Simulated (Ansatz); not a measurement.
Born–Oppenheimer molecular dynamics of FH5Si (7 atoms, charge 0, multiplicity 1). It starts at the highest image of a converged band. Of that band: A vibrational analysis at the climbing image gives 2 clearly imaginary modes (926i, 189i cm⁻¹): a point of higher order, so a lower path passes nearby.

Computed with RKS LDA/cc-pVDZ in Ansatz 0.2.0.

| Item | Value |
| --- | --- |
| ensemble | NVE (velocity Verlet) |
| time step | 0.5 fs |
| steps asked | 200 |
| starting velocities drawn for | 100 K |
| seed | 7303 |

Frames 0.5 fs apart, positions in Å, forces in eV/Å.

Velocities at 55 fs (Å/ps):

```
Si 5.05 0.59 -10.16
H 19.76 7.65 79.46
H -10.52 4.81 -2.78
H 15.71 -4.76 3.26
H -10.56 -3.60 -3.08
F -9.46 -1.18 6.15
H 22.97 1.61 90.44
```

```xyz
7
Properties=species:S:1:pos:R:3:forces:R:3 time_fs=55 energy_less_start_eV=-1.087 T=1782
Si -0.385 0.003 -0.160 0.60 -0.53 1.07
H 0.784 0.213 3.637 -0.35 -0.08 0.10
H 0.417 -0.113 1.134 1.02 0.08 -0.85
H -0.247 1.234 -1.003 -0.03 0.23 0.05
H -0.351 -1.198 -1.086 -0.01 0.06 0.13
F -1.696 -0.015 0.810 -1.56 0.16 -0.37
H 0.036 0.057 3.855 0.34 0.08 -0.13
7
Properties=species:S:1:pos:R:3:forces:R:3 time_fs=55.5 energy_less_start_eV=-1.083 T=1776
Si -0.382 0.003 -0.165 0.29 -0.60 1.33
H 0.794 0.217 3.677 -0.34 -0.08 0.10
H 0.413 -0.110 1.132 1.04 0.07 -0.83
H -0.239 1.232 -1.001 -0.03 0.30 -0.01
H -0.357 -1.200 -1.087 0.00 0.06 0.12
F -1.701 -0.015 0.813 -1.29 0.17 -0.57
H 0.048 0.058 3.901 0.33 0.08 -0.13
7
Properties=species:S:1:pos:R:3:forces:R:3 time_fs=56 energy_less_start_eV=-1.080 T=1771
Si -0.380 0.003 -0.170 0.00 -0.65 1.56
H 0.802 0.220 3.717 -0.29 -0.07 0.08
H 0.411 -0.107 1.128 1.05 0.06 -0.81
H -0.232 1.231 -0.999 -0.03 0.36 -0.06
H -0.362 -1.201 -1.088 0.01 0.05 0.10
F -1.706 -0.016 0.816 -1.01 0.18 -0.76
H 0.061 0.059 3.945 0.28 0.06 -0.12
7
Properties=species:S:1:pos:R:3:forces:R:3 time_fs=56.5 energy_less_start_eV=-1.078 T=1768
Si -0.377 0.004 -0.175 -0.28 -0.69 1.77
H 0.810 0.224 3.757 -0.19 -0.05 0.05
H 0.412 -0.105 1.121 1.05 0.05 -0.78
H -0.224 1.230 -0.998 -0.04 0.41 -0.10
H -0.367 -1.203 -1.089 0.02 0.05 0.09
F -1.711 -0.016 0.819 -0.75 0.19 -0.94
H 0.074 0.060 3.990 0.18 0.04 -0.09
7
Properties=species:S:1:pos:R:3:forces:R:3 time_fs=57 energy_less_start_eV=-1.077 T=1766
Si -0.375 0.004 -0.180 -0.54 -0.71 1.94
H 0.818 0.227 3.797 -0.07 -0.02 0.02
H 0.415 -0.102 1.113 1.05 0.03 -0.74
H -0.216 1.231 -0.997 -0.04 0.44 -0.14
H -0.373 -1.204 -1.090 0.03 0.04 0.07
F -1.716 -0.017 0.822 -0.49 0.20 -1.10
H 0.088 0.061 4.034 0.06 0.02 -0.05
7
Properties=species:S:1:pos:R:3:forces:R:3 time_fs=57.5 energy_less_start_eV=-1.077 T=1766
Si -0.372 0.004 -0.184 -0.78 -0.71 2.08
H 0.825 0.230 3.838 0.07 0.01 -0.03
H 0.421 -0.099 1.103 1.04 0.02 -0.70
H -0.209 1.232 -0.996 -0.05 0.45 -0.16
H -0.378 -1.205 -1.090 0.03 0.04 0.05
F -1.722 -0.017 0.825 -0.24 0.21 -1.25
H 0.102 0.063 4.078 -0.08 -0.01 -0.01
7
Properties=species:S:1:pos:R:3:forces:R:3 time_fs=58 energy_less_start_eV=-1.077 T=1767
Si -0.370 0.004 -0.188 -1.01 -0.69 2.20
H 0.833 0.234 3.878 0.20 0.04 -0.07
H 0.430 -0.096 1.091 1.03 0.00 -0.65
H -0.202 1.235 -0.995 -0.06 0.44 -0.17
H -0.383 -1.206 -1.091 0.04 0.03 0.03
F -1.727 -0.018 0.827 0.00 0.22 -1.38
H 0.116 0.064 4.122 -0.20 -0.05 0.04
7
Properties=species:S:1:pos:R:3:forces:R:3 time_fs=58.5 energy_less_start_eV=-1.079 T=1770
Si -0.367 0.004 -0.192 -1.21 -0.65 2.28
H 0.840 0.237 3.918 0.29 0.07 -0.11
H 0.441 -0.093 1.078 1.01 -0.01 -0.59
H -0.194 1.238 -0.995 -0.08 0.41 -0.17
H -0.388 -1.208 -1.091 0.05 0.02 0.02
F -1.732 -0.018 0.829 0.24 0.23 -1.51
H 0.129 0.065 4.166 -0.30 -0.07 0.07
7
Properties=species:S:1:pos:R:3:forces:R:3 time_fs=59 energy_less_start_eV=-1.083 T=1775
Si -0.365 0.003 -0.196 -1.39 -0.58 2.34
H 0.849 0.240 3.958 0.34 0.08 -0.13
H 0.454 -0.090 1.064 0.99 -0.03 -0.54
H -0.187 1.243 -0.995 -0.10 0.36 -0.15
H -0.393 -1.208 -1.091 0.05 0.01 0.00
F -1.737 -0.018 0.831 0.46 0.23 -1.62
H 0.141 0.066 4.211 -0.34 -0.08 0.10
7
Properties=species:S:1:pos:R:3:forces:R:3 time_fs=59.5 energy_less_start_eV=-1.088 T=1783
Si -0.363 0.003 -0.200 -1.56 -0.50 2.38
H 0.859 0.244 3.998 0.33 0.08 -0.13
H 0.470 -0.087 1.048 0.95 -0.04 -0.49
H -0.181 1.248 -0.996 -0.12 0.30 -0.13
H -0.398 -1.210 -1.091 0.05 0.01 -0.02
F -1.743 -0.019 0.833 0.67 0.24 -1.72
H 0.153 0.067 4.255 -0.34 -0.08 0.10
7
Properties=species:S:1:pos:R:3:forces:R:3 time_fs=60 energy_less_start_eV=-1.094 T=1792
Si -0.361 0.003 -0.204 -1.70 -0.41 2.40
H 0.869 0.248 4.037 0.27 0.07 -0.10
H 0.488 -0.084 1.031 0.91 -0.05 -0.44
H -0.174 1.254 -0.997 -0.14 0.23 -0.10
H -0.402 -1.210 -1.092 0.05 0.00 -0.04
F -1.748 -0.019 0.835 0.87 0.24 -1.80
H 0.164 0.068 4.300 -0.27 -0.07 0.08
7
Properties=species:S:1:pos:R:3:forces:R:3 time_fs=60.5 energy_less_start_eV=-1.100 T=1802
Si -0.359 0.003 -0.207 -1.81 -0.32 2.41
H 0.880 0.252 4.077 0.16 0.04 -0.07
H 0.508 -0.081 1.013 0.86 -0.07 -0.40
H -0.168 1.261 -0.998 -0.17 0.14 -0.06
H -0.407 -1.212 -1.092 0.05 0.00 -0.05
F -1.753 -0.019 0.836 1.07 0.24 -1.88
H 0.174 0.068 4.345 -0.16 -0.04 0.04
```

Of the whole run (100 fs, mean temperature of the second half 1832 K): The conserved energy stayed within 0.065 meV per atom of its start (net change -0.013 meV per atom), so the integration is sound. The kinetic energy rose, since the run started high on the potential surface and went downhill. It ends in pieces (FH3Si + H2), so much of that is their flight and rotation, not heat. A run of 0.1 ps of so small a system gives no equilibrium averages. The orbitals stay closed-shell, which can raise the energy where a bond breaks towards radicals; this wasn't checked here.

Time of the run: 100 s on 1 thread of Arm Neoverse V2 (shared host), peak memory 0.091 GiB.
